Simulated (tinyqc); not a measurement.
RKS/BP86 in the sto-6g basis, for BH2+, spin multiplicity 1, step by step. One step of it, computed by the program tinyqc.

Question. Iteration 1: diagonalisation and new density. A level shift of 1 hartree raises the virtual space: F + shift (S - S D(s) S), with D(s) the density of one spin (D/2). Diagonalise F' = X^T F X, C = X C', fill 3 alpha and 3 beta electrons from the bottom; D = 2 C_occ C_occ^T. Each column has its largest component positive (the first on a tie).

Kohn-Sham matrix F (hartree), order 1B 1s, 1B 2s, 1B 2px, 1B 2py, 1B 2pz, 2H 1s, 3H 1s:
```
[[-7.418496, -2.047700, 0.000000, 0.000000, -0.001398, -0.201575, -0.201575],
 [-2.047700, -1.249637, 0.000000, 0.000000, -0.021632, -0.321520, -0.321520],
 [0.000000, 0.000000, -0.479327, 0.000000, 0.000000, 0.000000, 0.000000],
 [0.000000, 0.000000, 0.000000, -0.529375, 0.000000, -0.267600, 0.267600],
 [-0.001398, -0.021632, 0.000000, 0.000000, -0.488071, -0.113260, -0.113260],
 [-0.201575, -0.321520, 0.000000, -0.267600, -0.113260, -0.506387, -0.029895],
 [-0.201575, -0.321520, 0.000000, 0.267600, -0.113260, -0.029895, -0.506387]]
```

X, order 1B 1s, 1B 2s, 1B 2px, 1B 2py, 1B 2pz, 2H 1s, 3H 1s:
```
[[1.029249, -0.148446, 0.000000, 0.000000, -0.004263, 0.018558, 0.018558],
 [-0.148446, 1.100269, 0.000000, 0.000000, 0.031548, -0.162167, -0.162167],
 [0.000000, 0.000000, 1.000000, 0.000000, 0.000000, 0.000000, 0.000000],
 [0.000000, 0.000000, 0.000000, 1.081304, 0.000000, -0.175046, 0.175046],
 [-0.004263, 0.031548, 0.000000, 0.000000, 1.013726, -0.070922, -0.070922],
 [0.018558, -0.162167, 0.000000, -0.175046, -0.070922, 1.082347, -0.011593],
 [0.018558, -0.162167, 0.000000, 0.175046, -0.070922, -0.011593, 1.082347]]
```

D at the start, order 1B 1s, 1B 2s, 1B 2px, 1B 2py, 1B 2pz, 2H 1s, 3H 1s:
```
[[1.858898, -0.465645, 0.000000, 0.000000, 0.006967, -0.027211, -0.027211],
 [-0.465645, 1.767455, 0.000000, 0.000000, -0.023377, 0.109140, 0.109140],
 [0.000000, 0.000000, 0.274477, 0.000000, 0.000000, 0.000000, 0.000000],
 [0.000000, 0.000000, 0.000000, 0.239021, 0.000000, 0.044864, -0.044864],
 [0.006967, -0.023377, 0.000000, 0.000000, 0.268479, 0.017449, 0.017449],
 [-0.027211, 0.109140, 0.000000, 0.044864, 0.017449, 0.827461, 0.007238],
 [-0.027211, 0.109140, 0.000000, -0.044864, 0.017449, 0.007238, 0.827461]]
```

overlap S, order 1B 1s, 1B 2s, 1B 2px, 1B 2py, 1B 2pz, 2H 1s, 3H 1s:
```
[[1.000000, 0.264891, 0.000000, 0.000000, 0.000000, 0.025816, 0.025816],
 [0.264891, 1.000000, 0.000000, 0.000000, 0.000000, 0.281256, 0.281256],
 [0.000000, 0.000000, 1.000000, 0.000000, 0.000000, 0.000000, 0.000000],
 [0.000000, 0.000000, 0.000000, 1.000000, 0.000000, 0.302680, -0.302680],
 [0.000000, 0.000000, 0.000000, 0.000000, 1.000000, 0.126487, 0.126487],
 [0.025816, 0.281256, 0.000000, 0.302680, 0.126487, 1.000000, 0.021848],
 [0.025816, 0.281256, 0.000000, -0.302680, 0.126487, 0.021848, 1.000000]]
```

Give: F' = X^T F X; orbital energies; coefficients C; D after iteration 1.

Answer.

F' = X^T F X (hartree):
```
[[-7.139, -0.994, 0.000, 0.000, -0.009, 0.014, 0.014],
 [-0.994, -0.659, 0.000, 0.000, 0.009, -0.350, -0.350],
 [0.000, 0.000, 0.383, 0.000, 0.000, 0.000, 0.000],
 [0.000, 0.000, 0.000, 0.407, 0.000, -0.244, 0.244],
 [-0.009, 0.009, 0.000, 0.000, 0.387, -0.099, -0.099],
 [0.014, -0.350, 0.000, -0.244, -0.099, 0.150, -0.051],
 [0.014, -0.350, 0.000, 0.244, -0.099, -0.051, 0.150]]
```

orbital energies (hartree): [-7.289, -0.788, -0.055, 0.255, 0.383, 0.509, 0.664]

coefficients C, order 1B 1s, 1B 2s, 1B 2px, 1B 2py, 1B 2pz, 2H 1s, 3H 1s:
```
[[0.996, -0.252, 0.000, 0.125, 0.000, -0.107, 0.000],
 [0.015, 0.854, 0.000, -0.551, 0.000, 0.502, 0.000],
 [0.000, 0.000, 0.000, 0.000, 1.000, 0.000, 0.000],
 [0.000, 0.000, 0.448, 0.000, 0.000, 0.000, 1.015],
 [0.001, 0.030, 0.000, 0.619, 0.000, 0.809, 0.000],
 [0.000, 0.226, 0.516, 0.483, 0.000, -0.566, -0.603],
 [0.000, 0.226, -0.516, 0.483, 0.000, -0.566, 0.603]]
```

D after iteration 1, order 1B 1s, 1B 2s, 1B 2px, 1B 2py, 1B 2pz, 2H 1s, 3H 1s:
```
[[2.110, -0.400, 0.000, 0.000, -0.013, -0.115, -0.115],
 [-0.400, 1.461, 0.000, 0.000, 0.051, 0.387, 0.387],
 [0.000, 0.000, 0.000, 0.000, 0.000, 0.000, 0.000],
 [0.000, 0.000, 0.000, 0.401, 0.000, 0.462, -0.462],
 [-0.013, 0.051, 0.000, 0.000, 0.002, 0.013, 0.013],
 [-0.115, 0.387, 0.000, 0.462, 0.013, 0.634, -0.429],
 [-0.115, 0.387, 0.000, -0.462, 0.013, -0.429, 0.634]]
```
